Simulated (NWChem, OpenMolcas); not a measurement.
**How basis sets differ on BH3Cl− (SMILES [H][B-]([H])([H])Cl)**

BH3Cl−: 5 atoms, total charge -1, spin state singlet. As SMILES, `[H][B-]([H])([H])Cl`. The coordinates come from a GFN2-xTB relaxation.

Each level gives the HOMO–LUMO gap (eV). The values are calculated.

| level | kind | program | value (eV) | CPU time |
| --- | --- | --- | --- | --- |
| HF/STO-3G | Hartree–Fock | OpenMolcas | 23.16 | 1.6 s |
| HF/3-21G | Hartree–Fock | OpenMolcas | 17.21 | 1.7 s |
| HF/6-31G** (spherical functions) | Hartree–Fock | NWChem | 17.41 | 3.1 s |
| HF/def2-SVP | Hartree–Fock | OpenMolcas | 16.46 | 2.1 s |
| HF/6-311++G(3df,3pd) | Hartree–Fock | OpenMolcas | 10.29 | 25 s |

Sets without diffuse functions describe the anion poorly. The values span 10.29 to 23.16 eV. A Hartree–Fock LUMO above zero doesn't converge with the basis: it sinks as sets grow more diffuse. Orbital gaps aren't excitation energies. Times are those of the runs behind each value, whatever else they computed, on shared processors of several kinds: orders of magnitude only.
